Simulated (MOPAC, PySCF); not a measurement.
CHN, SMILES `C#N`, neutral singlet in the gas phase. 

Cartesian coordinates (Å):
```xyz
3

C     -0.0263     0.0006     0.0000
N      1.1194    -0.0294     0.0000
H     -1.0927     0.0285     0.0000
```
Charge 0, spin multiplicity 1.

All levels are single points at this geometry (B3LYP-D3(BJ)/def2-TZVP); Pople sets use spherical d functions. Orbital energies aren't observables, and empty levels follow the basis.

AM1 in MOPAC gives HOMO (eV) = -13.83.

**Question.** Estimate the HOMO (eV) from each of these levels: B3LYP-D3(BJ)/def2-TZVP in PySCF; PBE-D3(BJ)/def2-TZVP in PySCF; B3LYP/3-21G in PySCF; B3LYP/6-31G* in PySCF; BP86/6-31G* in PySCF; M06-2X/6-31G* in PySCF; PBE/6-31G* in PySCF; SVWN5/6-31G* in PySCF; HF/STO-3G in PySCF; PM3 in MOPAC; PM6 in MOPAC; PM7 in MOPAC.

**Answer.** 
```
level                            HOMO (eV)
-------------------------------  ---------
B3LYP-D3(BJ)/def2-TZVP in PySCF     -10.17
PBE-D3(BJ)/def2-TZVP in PySCF        -9.04
B3LYP/3-21G in PySCF                 -9.93
B3LYP/6-31G* in PySCF                -9.83
BP86/6-31G* in PySCF                 -8.81
M06-2X/6-31G* in PySCF              -11.58
PBE/6-31G* in PySCF                  -8.70
SVWN5/6-31G* in PySCF                -8.72
HF/STO-3G in PySCF                  -12.12
PM3 in MOPAC                        -12.60
PM6 in MOPAC                        -13.09
PM7 in MOPAC                        -13.74
```
